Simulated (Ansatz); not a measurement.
1T (CdI2-type) PtSe2, treated with LDA in Ansatz (plane waves, PAW).

Settings: plane-wave cutoff 520 eV, 12×12×8 k mesh (along the axes of the cell as run), Fermi–Dirac smearing 0.01 eV, scalar-relativistic PAW data made under PBE.

Shape and atoms are relaxed at each volume.

Pressure at four volumes; x = ln(V/19.243 Å³). One pressure is withheld.

```json
[
 {"V (Å³/atom)": "18.473", "x": "-0.0408", "P (GPa)": "?"},
 {"V (Å³/atom)": "18.858", "x": "-0.0202", "P (GPa)": "1.48"},
 {"V (Å³/atom)": "19.243", "x": "0.0000", "P (GPa)": "0.00"},
 {"V (Å³/atom)": "20.013", "x": "0.0392", "P (GPa)": "-1.94"}
]
```

Problem. Pass a parabola P(x) through the three rows shown, estimate the bulk modulus and its pressure derivative near zero pressure, and predict the withheld pressure.

Solution. Slopes between the rows: (0.00 − (1.48))/(0.0000 − (-0.0202)) = -73.27 and (-1.94 − (0.00))/(0.0392 − (0.0000)) = -49.49 GPa. Their difference over the span 0.0594 is c = 23.78/0.0594 = 400.3 GPa, so P(x) = 1.48 + (-73.27)(x − (-0.0202)) + 400.3 (x − (-0.0202))(x − (0.0000)). At the middle row B = −dP/dx = −[-73.27 + 400.3 × 0.0202] = 65.2 GPa, and B′ = dB/dP = 2c/B = 12.3. At x = -0.0408 the parabola gives 3.33 GPa; the run gives 3.32 GPa. The Birch–Murnaghan fit to the energies at all volumes has B0 = 64.5 GPa and B′ = 12.3.

Spin–orbit coupling is not included.

Ansatz is an electronic-structure program.
